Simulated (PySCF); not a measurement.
## Silicon: highly charged ions in a basis for the neutral atom

Si¹¹⁺ [He] 2s1, Si¹²⁺ 1s2. Computed with PySCF 2.14 in 6-31G*, with no relativity, point nucleus. No spin-orbit coupling, so a gap to NIST mixes the basis error with missing relativistic terms.

Changed run: basis of the neutral atom used for a highly charged ion. This setting is unsound on purpose.

```tsv
species	method	sound run (hartree)	changed run (hartree)	converged
Si¹¹⁺	UHF	not run	-206.09021	yes
Si¹¹⁺	PBE	not run	-206.00903	yes
Si¹¹⁺	M06-2X	not run	-206.15501	yes
Si¹²⁺	UHF	not run	-187.33398	yes
Si¹²⁺	PBE	not run	-187.21482	yes
Si¹²⁺	M06-2X	not run	-187.36277	yes
```

Ionisation energy of Si¹¹⁺:

| method | changed run (eV) | NIST (eV) |
| --- | --- | --- |
| UHF | 510.38 | 523.41 |
| PBE | 511.42 | 523.41 |
| M06-2X | 511.36 | 523.41 |

The contracted functions were made for the neutral atom and can be too rigid for a highly charged ion.
